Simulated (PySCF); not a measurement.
## BH₂⁺: bending curve

Level of theory: PBE0/[B def2-TZVP, H def2-TZVP], no relativity, density fitting, PySCF.

Rigid scan from the singlet minimum (B–H 1.179 Å (×2); H–B–H 180.0°). Coordinate: the H–B–H angle, bonds fixed. Energies in kJ/mol from the minimum.

(1) Predict the curve at 80, 90, 100, 110, 120, 130, 140, 150, 160, 170, 180.

## Answers

(1) 
| bond angle (°) | E (kJ/mol) | dipole size (D, about the centre of mass) |
| --- | --- | --- |
| 80 | 360.7 | 1.07 |
| 90 | 284.6 | 1.02 |
| 100 | 219.6 | 0.93 |
| 110 | 164.6 | 0.83 |
| 120 | 118.8 | 0.72 |
| 130 | 81.2 | 0.60 |
| 140 | 51.4 | 0.48 |
| 150 | 28.6 | 0.36 |
| 160 | 12.6 | 0.24 |
| 170 | 3.1 | 0.12 |
| 180 | 0.0 | 0.00 |

The scan took 4.5 s on 2 threads of a shared Intel Xeon Platinum 8488C (Sapphire Rapids) host; the process peaked at 0.51 GiB. Launch command: `OMP_NUM_THREADS=2 python axn.py task.json out`.
